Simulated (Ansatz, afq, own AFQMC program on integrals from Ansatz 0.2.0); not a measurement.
Where AFQMC and coupled cluster stand for GeH$_{2}$⁻, doublet

```xyz
3

Ge    0.0000   -0.0208    0.0000
H     0.0000    0.7490   -1.3344
H     0.0000    0.7490    1.3344
```

Basis aug-cc-pVDZ. Noble-gas cores (and the filled d shells of Ga–Kr and In–Xe) are frozen. AFQMC by an in-house program on the Cholesky factors that Ansatz 0.2.0 writes for its CCSD(T) run. ph-AFQMC/CISD is guided by a CISD state made of CCSD amplitudes; releasing the constraint for a short imaginary time cuts its bias at the price of noise, slowly where states lie close. ± is one standard error of the sampling. No spin–orbit coupling.

Determinant: UHF, the one that the program's search chose, which needn't be the lowest solution. The geometry is a PBE0/def2-TZVP stationary point of this or a neighbouring charge and spin state.

No full CI on the walks' own integrals is used here; CCSDT(Q) serves as the reference and is uncertain by about the last step of the cluster series.

Cautions: no relativity below Rb; no spin-orbit coupling; inner d shell frozen.

```
T1 diagnostic                               : 0.0174
weight of the determinant in the CISD state : 0.906
⟨S²⟩ of the determinant                     : 0.768
size of the correlated space                : 7 electrons in 40 orbitals
```

Reference: CCSDT(Q), correlation energy -3.549 eV. The released energy is read at 2.40 1/Eh (meV from the phaseless value at times in 1/Eh: -0.2 ± 1.8 at 0.24, -1.0 ± 1.6 at 0.51, -2.2 ± 1.3 at 0.99, -2 ± 4 at 1.62, -3 ± 3 at 2.40).

```csv
level,E − E(reference) (mEh),share of correlation (%)
HF,130.44,0.00
MP2,29.76,77.19
CCSD,4.75,96.36
CCSD(T),1.01,99.23
CCSDT,0.16,99.88
ph-AFQMC/CISD,0.19 ± 0.07,99.85
released AFQMC,0.07 ± 0.11,99.95
```

A walk keeps the symmetry of its determinant, which the program's search chose and which needn't be the lowest solution, so a lower state of the same spin and another symmetry isn't excluded. Released energies are given only where the last usable release times agree within the noise; a slower fall can still hide under it.
